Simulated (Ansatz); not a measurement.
Compare A (`C=CCC1CO1`) with its isomer B (`CC1=C(O)CC1`).

Gas-phase electronic energies from Ansatz, PBE0-D4/def2-TZVP geometries. CCSD(T)/CBS adds triple-zeta CCSD(T) − MP2 to the extrapolated MP2 energy (def2 sets, frozen cores). DFT in def2-TZVPP. B3LYP here is the variant with VWN-RPA as its local correlation; programs differ in this. Each species was taken in one conformer, which may not be the lowest.

A:

```xyz
14

C     1.3979    1.3997   -0.0513
C     1.2099    0.3982   -0.8998
C     0.2466   -0.7323   -0.7304
C    -0.4495   -0.7703    0.5953
C    -1.7441   -0.1308    0.8032
O    -1.6411   -1.5376    0.6570
H     0.8417    1.4828    0.8760
H     2.1200    2.1802   -0.2593
H     1.7963    0.3719   -1.8156
H     0.7778   -1.6805   -0.8818
H    -0.5112   -0.6938   -1.5224
H     0.1970   -0.8926    1.4637
H    -2.2135    0.3898   -0.0287
H    -2.0277    0.2152    1.7940
```

B:

Z-matrix (Å, degrees):
```
C
C 1 1.478
H 1 1.092 2 111.0
H 1 1.095 2 111.4 3 -120.4
H 1 1.095 2 111.4 3 120.4
C 2 1.337 1 135.8 3 0.0
C 2 1.513 1 132.1 3 180.0
C 6 1.498 2 96.4 1 180.0
O 6 1.349 2 132.3 1 0.0
H 7 1.095 2 115.9 1 -64.6
H 7 1.095 2 115.9 1 64.6
H 8 1.095 6 116.1 2 -114.9
H 8 1.095 6 116.1 2 114.9
H 9 0.960 6 109.0 2 -179.8
```

Task: Which isomer does CCSD(T)/CBS put lower? Give the gap. (An estimate is asked.)

Result: Computed: B, by 58.4 kJ/mol.

Task: Give E(B) − E(A) in kJ/mol with PBE0-D4, B3LYP-D4, r2SCAN-D4, HF/def2-TZVPP, B2PLYP, MP2/def2-TZVPP, PBE-D4. (Best estimate.)

Result: Computed: PBE0-D4 -70.1, B3LYP-D4 -57.1, r2SCAN-D4 -59.2, HF/def2-TZVPP -49.4, B2PLYP -57.4, MP2/def2-TZVPP -64.3, PBE-D4 -67.1. None reverses the order clearly.

Largest T1 diagnostic: 0.011.

From PBE to PBE0 (25 % exact exchange), in def2-TZVPP and without D4, E(B) − E(A) moves by −3.1 kJ/mol. In def2-TZVPP, CCSD(T) changes the Hartree–Fock value by −6.9 kJ/mol (the triples alone add −0.7 kJ/mol) and MP2 by −14.9 kJ/mol.
